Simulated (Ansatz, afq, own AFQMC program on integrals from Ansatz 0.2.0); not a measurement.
# Atomization energy of AlBH, doublet

```xyz
3

B     0.0000   -0.0920    0.3143
Al    0.0000   -0.0334   -1.8050
H     0.0000    0.1253    1.4907
```

Connectivity, by distances: BH–Al.

Atoms in their ground-state spins without spin–orbit coupling (mostly on UHF) minus the molecule (UHF), without zero-point energy. The geometry is a stationary point, not shown to be a minimum.

Basis 6-31G. Only valence electrons are correlated. AFQMC by an in-house program on the Cholesky factors that Ansatz 0.2.0 writes for its CCSD(T) run. The CISD trial takes its coefficients from CCSD amplitudes. Released means that phaseless walkers are propagated on without the constraint, phases kept. ± is one standard error of the sampling. The errors of all members are added in quadrature.

Full CI on the same integrals is exact in this basis and with this determinant's frozen core.

Errors are counted within 6-31G, not against nature.

Cautions: AlBH (doublet): an unrestricted solution with more broken spin lies lower, the ph-AFQMC/CISD walk drifts between its halves (2.4 errors), the next higher spin lies close.

| level | atomization energy (kcal/mol) |
| --- | --- |
| HF | 98.0 |
| MP2 | 110.9 |

From these cheaper values, estimate the atomization energy at the reference level in 6-31G.

110.1 kcal/mol (full CI in 6-31G).

```
         level  atomization energy (kcal/mol)  error against FCI (kcal/mol)
          CCSD                          108.6                          -1.5
       CCSD(T)                          109.6                          -0.6
   ph-AFQMC/HF                    113.7 ± 0.6                     3.6 ± 0.6
 ph-AFQMC/CISD                   109.9 ± 0.08                   -0.2 ± 0.08
released AFQMC                    110.2 ± 0.1                     0.0 ± 0.1
```

Correlation beyond CCSD(T) adds 0.6 kcal/mol. The perturbative (T) step is worth +0.9 kcal/mol.

A walk keeps the symmetry of its determinant, which the program's search chose and which needn't be the lowest solution, so a lower state of the same spin and another symmetry isn't excluded. Released energies are given only where the last usable release times agree within the noise; a slower fall can still hide under it.
